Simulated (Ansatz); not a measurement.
# BFH4: a nudged elastic band, and a look at its input

Aim: a nudged elastic band from the structure below. Read the input with care, then see what the program makes of it. The step meant is a four-centre ligand exchange at charge 0 and multiplicity 1, which changes B1–H6, F2–H5, B1–F2, H5–H6.

The runs use Ansatz 0.2.0, Gaussian basis; PBE0-D4/def2-SVP.

## Step 1: The structure

```
atom     x (Å)     y (Å)     z (Å)
  B1  -0.00892   0.49576  -0.79552
  F2   1.30196   0.62935  -0.78418
  H3  -0.47025  -0.45072  -1.36577
  H4  -0.66215   1.33758  -0.24919
  H5   0.29146  -0.98416   1.62627
  H6  -0.45210  -1.02771   1.56839
```

## Step 2: The run

Input file run/in.yaml:

```yaml
crystal:
  periodic: [false, false, false]
  atoms:
    - {symbol: B, position_ang: [-0.008923, 0.495763, -0.795522]}
    - {symbol: F, position_ang: [1.301960, 0.629347, -0.784176]}
    - {symbol: H, position_ang: [-0.470250, -0.450718, -1.365767]}
    - {symbol: H, position_ang: [-0.662149, 1.337576, -0.249193]}
    - {symbol: H, position_ang: [0.291463, -0.984155, 1.626270]}
    - {symbol: H, position_ang: [-0.452101, -1.027714, 1.568388]}
basis:
  gaussian: {orbitals: def2-SVP}
hamiltonian: {xc: pbe0, dispersion: d4}
neb:
  images: 0
  climbing: true
  max_iterations: 30
  initial_path: idpp
  final_atoms:
    - {symbol: B, position_ang: [-0.630867, 0.048883, -0.186678]}
    - {symbol: F, position_ang: [1.366710, 0.159836, -0.021027]}
    - {symbol: H, position_ang: [-0.650175, -0.522411, -1.234358]}
    - {symbol: H, position_ang: [-0.837553, 1.223559, -0.144247]}
    - {symbol: H, position_ang: [1.491532, -0.316444, 0.763099]}
    - {symbol: H, position_ang: [-0.739648, -0.593323, 0.823210]}
```

Started as:

```
$ ansatz run in.yaml --threads 2 --pin off --events-out ev --progress --plain --max-ram 4352MiB
```

Log:

```text
Error: invalid value for `neb.images`: must be ≥ 1; got 0
```

Run time: 0.05 s. Hardware: 2 threads of Arm Neoverse V2, shared host.

## Step 3: What is wrong

The program refused the input before any work.

A band needs at least one image.

Remedy: ask for some images.

## Step 4: Outcome

```
quantity      value
this run    refused
   fault  no images
```

In words: A band needs at least one image.

For comparison, these settings ran to the end on the same system (9 iterations):

```yaml
hamiltonian: {xc: pbe0, dispersion: d4}
neb:
  images: 5
  climbing: true
  max_iterations: 40
  initial_path: idpp
```
